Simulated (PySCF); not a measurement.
Mapped SMILES: `[F:1][C:2]([F:3])([F:4])[CH2:5][S-:6]` (H(Xn): hydrogen on atom n).

Geometry: PBE0-D3(BJ)/def2-SVP; GIAO shifts from PySCF, gas phase, non-relativistic, averaged over equivalent atoms.

At PBE0/pcSseg-1 (119 basis functions, 7.9 s wall time on 1 thread of an Arm Neoverse V1, shared host):
```tsv
atoms	δ (ppm)
F1/F3/F4	-84.5
C2	137.4
C5	43.3
S6	-224.4
H(C5)	3.16
```

δ = σ(ref) − σ, references computed at the same level: CFCl3 for 19F (177.25 ppm); 13C (184.41 ppm), 1H (31.27 ppm) against TMS; 33S (495.66 ppm) against CS2.

Q: Predict the values at B97-2/pcSseg-2 on the same geometry.

A: 
```csv
atoms,δ at B97-2/pcSseg-2,change
F1/F3/F4,-82.1,+2.4
C2,140.9,+3.5
C5,43.7,+0.4
S6,-199.2,+25.2
H(C5),3.49,+0.33
```

Referencing at the same level of theory: CFCl3 for 19F (σref 177.41); TMS for 13C (σref 183.46) and 1H (σref 31.36); CS2 for 33S (σref 507.25).

The largest change is at S6 (sulfur bonded to C). Cost: 251 basis functions, 23 s wall time on 1 thread of an Arm Neoverse V1, shared host.

Unscaled 19F shifts against computed CFCl3 carry errors that often reach 10 to 50 ppm.
